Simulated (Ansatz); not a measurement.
**Lattice constant a of some cubic transition metals**

Method: PBE-D4 in Ansatz (PAW). References are measured values corrected to a static lattice. The table is a random draw of 6 from 15 solids with such references.

Values in Å.

```csv
solid,reference,PBE-D4,error (%)
bcc Nb,3.294,3.291,-0.09
bcc Ta,3.299,3.304,+0.15
fcc Rh,3.794,3.789,-0.13
fcc Ag,4.062,4.082,+0.49
bcc Mo,3.141,3.137,-0.13
fcc Au,4.062,4.107,+1.11
```

Over these 6 solids the mean error is +0.23 %, the mean absolute error 0.35 % (median 0.14 %), and the worst case fcc Au at +1.11 %; the value is above the reference in 3 of 6 cases. Over all 15, from unrounded values, the mean error is -0.18 % and the mean absolute error 0.63 % (median 0.57 %). Caveats on values not shown: the commensurate order stands in for chromium's spin-density wave, and the size of the moments varies much between levels (1).

All these references are brought to a static lattice.

Spin–orbit coupling is left out, also for the solids with elements from indium on (bcc Ta, fcc Au); its size isn't shown.

Differences are worked out from the printed values.

Ansatz's density-functional and Hartree–Fock values are scalar-relativistic unless marked +SOC, with PAW data made under PBE.

Ansatz's runs of these crystals have no spin polarisation.

Not in this set, of the transition metals with a reference value in our tables and a result at some level: 11 for a reference at room or unstated temperature. These can be a level's best or worst cases. Solids without a released value at any level aren't counted. Layered and molecular crystals are counted apart. The metals Ce to Yb are counted apart.

References as tabulated in Mejia-Rodriguez and Trickey (2018), arXiv:1807.09216.

Ansatz is a first-principles code.
